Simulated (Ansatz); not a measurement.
This geometry of AlH₅O₂ (8 atoms, charge 0, multiplicity 1) is a first-order saddle point.

The calculation used RKS PBE0-D4/def2-SVP in Ansatz.

```xyz
8
Properties=species:S:1:pos:R:3
Al -0.010 0.234 0.027
H -0.261 -0.276 1.720
O 1.604 -0.063 -0.447
H 1.905 -0.629 -1.158
H -1.271 -0.057 -0.875
O -0.008 1.790 1.045
H 0.832 2.246 1.184
H -0.129 0.772 1.747
```

(1) Which two structures does it join? (They come from a converged band through this point; their orientation in space is the band's.)

(2) How far does it lie above each of them?

Answers

(1) Bonds broken: Al1–H2, O6–H8. Bonds formed: H2–H8. AlH5O2 becomes AlH3O2 + H2.

First end point:

```xyz
8
Properties=species:S:1:pos:R:3
Al -0.204 -0.107 0.234
H -0.476 -0.944 1.566
O 1.488 0.106 -0.220
H 1.905 -0.173 -1.035
H -1.281 -0.021 -0.935
O 0.086 1.723 1.002
H 1.013 1.672 0.664
H 0.133 1.761 1.967
```

Last end point:

```xyz
8
Properties=species:S:1:pos:R:3
Al 0.098 0.620 -0.171
H -0.193 -0.569 1.960
O 1.615 -0.110 -0.438
H 1.775 -0.909 -0.940
H -1.257 0.027 -0.713
O 0.061 2.153 0.573
H 0.841 2.628 0.863
H -0.277 0.176 2.109
```

(2) 0.72 eV above the first and 0.81 eV above the second. This is the barrier of this one path; another mechanism may lie lower. The orbitals stay closed-shell, which can raise the energy where a bond breaks towards radicals; this wasn't checked here.

Run time: 2.6 min on 1 thread of Arm Neoverse V2 (shared host), peak memory 0.13 GiB.
